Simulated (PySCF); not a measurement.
Screening by computed properties: pick the candidate that meets the target.

Species are written as SMILES; each is one conformer at its optimised geometry, gas phase, non-relativistic unless stated; the electronic structure was computed with PySCF and density fitting.

Dipoles, sizes and rotational constants follow the conformer. The torsions of the flexible species, by atom-mapped SMILES:
- `[CH2:1]=[C:2]([C:3]#[N:4])[CH:5]=[N+:6]([CH3:7])[CH3:8]`: C1–C2–C5–N6 180°
- `[CH3:1][n+:2]1[cH:3][nH:4][cH:5][c:6]1[S:7][C:8]([F:9])([F:10])[F:11]`: C5–C6–S7–C8 0°, C6–S7–C8–F9 59°
- `[CH3:1][Si:2]([CH3:3])([CH3:4])[C:5]([F:6])([F:7])[Cl:8]`: C1–Si2–C5–F6 179°
- `[CH3:1][Si:2]([CH3:3])([CH3:4])[c:5]1[nH:6][n:7][n:8][c:9]1[C:10]#[N:11]`: C1–Si2–C5–N6 0°

Question: Wanted: HOMO–LUMO gap between 4.7 eV and 6.4 eV (PBE0/pcSseg-1) and smallest rotational constant below 0.8 GHz (GFN2-xTB), at GFN2-xTB geometries. Which candidate meets both?
A. `C[Si](C)(C)C(F)(F)Cl`
B. `[nH]1c[n+](c(SC(F)(F)F)c1)C`
C. `C=C(C#N)C=[N+](C)C`
D. `O=C1C=CC=C1`
E. `C[Si](C)(C)c1[nH]nnc1C#N`

Answer: B. Computed values:
```
                    species  HOMO–LUMO gap  smallest rotational constant
                O=C1C=CC=C1        4.23 eV                     2.689 GHz
         C=C(C#N)C=[N+](C)C        5.14 eV                     1.071 GHz
[nH]1c[n+](c(SC(F)(F)F)c1)C        6.04 eV                     0.539 GHz
   C[Si](C)(C)c1[nH]nnc1C#N        6.73 eV                     0.596 GHz
       C[Si](C)(C)C(F)(F)Cl        9.13 eV                     0.997 GHz
```
